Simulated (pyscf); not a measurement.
A first-order saddle from PySCF, ωB97X-D3(BJ)/def2-SVP:

```xyz
19

C     -0.0520     1.3510    -1.4000
Si    -0.8230     0.7836     0.1929
C     -2.5572     0.1558     0.0615
O      0.1852    -0.4892     0.7840
O     -0.7952     1.9569     1.3707
H     -0.6116     2.1969    -1.8299
H      0.9943     1.6638    -1.2531
H     -0.0675     0.5196    -2.1204
H     -3.2294     0.9391    -0.3226
H     -2.5809    -0.7039    -0.6256
H     -2.9302    -0.1649     1.0468
H      0.3760    -0.9627     1.7678
H      0.0204     2.4533     1.4900
O     -0.3894    -2.0101    -1.2088
Si     0.0689    -2.2908     0.4216
H      0.3435    -2.0257    -1.8322
H      0.5228    -2.0801     2.1098
H     -1.1783    -2.9460     0.8866
H      1.3340    -3.0558     0.2257
```
Charge 0, spin multiplicity 1.

Surface: singlet, charge 0. Lowest wavenumbers (cm⁻¹): 1241i, 63, 81, 114, 140.

Task: Name the species on either side of this saddle.

Result: H₃C–Si(CH₃)(OH)–OH (SMILES C[Si](C)(O)O) + HO–SiH₃ (SMILES O[SiH3]) ⇌ H₃C–Si(CH₃)(OH)–O–SiH₂–OH (SMILES C[Si](C)(O)O[SiH2]O) + H₂ (SMILES [H][H]), a four-centre exchange read from left to right: H–O, H–Si broken and O–Si, H–H formed. At ωB97M-D3(BJ)/def2-TZVP it lies +26.8 kcal/mol from the left side and +55.5 kcal/mol from the right (each side as separated species at their lowest minima found). On the reactant side the descent ends in a complex (not fully relaxed), 5.4 kcal/mol under the separated species and 31.5 kcal/mol under the saddle at ωB97X-D3(BJ)/def2-TZVP. One saddle was located; it need not be the lowest between these sides.
